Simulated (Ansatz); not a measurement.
# AlH4PSi: rigid scan of one bond length, by script

How does the energy of AlH4PSi change as one bond is stretched? A script is to give a rigid scan of one bond length; the system is AlH4PSi. SMILES: [AlH]1[SiH2][PH]1.

Program: Ansatz 0.2.0 through its Python package. Level of theory: PBE0/6-31G*. These are calculated values, not measurements.

## 1. The system

Bond lengths: Al1–Si2 2.352 Å, Al1–P3 2.269 Å, Si2–P3 2.176 Å, Al1–H4 1.577 Å, Si2–H5 1.483 Å, Si2–H6 1.478 Å, P3–H7 1.473 Å. Angles: Al1–Si2–P3 60.0°, Al1–Si2–H5 115.1°, Al1–Si2–H6 115.2°, P3–Si2–H5 114.2°, P3–Si2–H6 115.3°, H5–Si2–H6 121.7°, Si2–Al1–P3 56.1°, Si2–Al1–H4 148.9°, P3–Al1–H4 154.7°, Al1–P3–Si2 63.9°, Al1–P3–H7 93.4°, Si2–P3–H7 95.0°.

Input file alh4psi.xyz:

```xyz
7

Al   -1.16520   -0.59990   -0.52140
Si    0.35710    0.89820    0.46400
P     0.60890   -1.24530    0.73800
H    -2.40410   -0.83980   -1.46650
H     1.33130    1.51090   -0.47130
H    -0.15360    1.62890    1.64290
H     1.48690   -1.42090   -0.43140
```

## 2. The code

run_scan.py

```python
"""Stretching a bond of AlH4PSi, the rest held rigid."""

import logging
import sys
import warnings

import ansatz as az
import matplotlib.pyplot as plt
import numpy as np

logging.basicConfig(stream=sys.stdout, format="%(levelname)s:%(name)s:%(message)s")
log = logging.getLogger("run")
log.setLevel(logging.INFO)

warnings.simplefilter("ignore", az.DeckWarning)

system = az.Crystal.molecule_from_extxyz("alh4psi.xyz")

symbols = [site.symbol for site in system.cartesian_sites]
start = np.array([site.position_ang for site in system.cartesian_sites])
axis = (start[3] - start[0]) / np.linalg.norm(start[3] - start[0])
moving = [3]
lengths, energies = [1.34, 1.45, 1.58, 1.73, 1.97, 2.36, 2.84, 3.47], []
for length in lengths:
    xyz = start.copy()
    xyz[moving] += (length - np.linalg.norm(start[3] - start[0])) * axis
    point = az.Crystal.molecule()
    for symbol, xyz in zip(symbols, xyz):
        point = point.atom(symbol, xyz.tolist())
    setup = (
        point.calculation()
        .basis(gaussian="6-31G*")
        .functional("pbe0")
        .spin("collinear")
    )
    r = setup.run(threads=1, backend="cpu").report
    energies.append(r["free_energy_ev"])
    log.info(f"r = {length:6.3f} A  E = {energies[-1]:.5f} eV  <S^2> = {abs(r['mean_field']['state']['spin_squared']):.3f}")

print("energy above the lowest point (eV):", [round(e - min(energies), 3) for e in energies])
plt.figure(figsize=(4.5, 3))
plt.plot(lengths, np.array(energies) - min(energies), "o-")
plt.xlabel("bond length (A)")
plt.ylabel("E - E(min) (eV)")
plt.tight_layout()
plt.savefig("scan.png", dpi=100)
```

## 3. The input behind the calls

The engine receives this input (first run):

```yaml
crystal:
  periodic: [false, false, false]
  atoms:
    - { symbol: Al, position_ang: [-1.1652, -0.5999, -0.5214] }
    - { symbol: Si, position_ang: [0.3571, 0.8982, 0.464] }
    - { symbol: P, position_ang: [0.6089, -1.2453, 0.738] }
    - { symbol: H, position_ang: [-2.2181845620903635, -0.8037994240418743, -1.324673637607234] }
    - { symbol: H, position_ang: [1.3313, 1.5109, -0.4713] }
    - { symbol: H, position_ang: [-0.1536, 1.6289, 1.6429] }
    - { symbol: H, position_ang: [1.4869, -1.4209, -0.4314] }
basis:
  gaussian:
    orbitals: "6-31G*"
hamiltonian:
  xc: pbe0
magnetization:
  spin_polarized: true
```

## 4. The run

Started as:

```console
$ python run_scan.py
```

**Question.** What results will this script give? Wanted: range of energy; lowest point, distance.

**Answer**, as computed:

```
                  quantity     value
             runs compared         8
           range of energy  3.023 eV
lowest point, distance (Å)      1.58
```

What this shows: The lowest point, at 1.58, lies inside the range. The ends stand 0.572 and 3.02 eV above it. The distance scanned is the script's pair 0, 3. <S²> moves from 0.00 to 0.95: along the scan the mean field breaks spin symmetry. Reading the output:
- The rest of the molecule is held rigid at a force-field or estimated start geometry, and the basis set is modest; single-reference methods fail as a bond breaks.
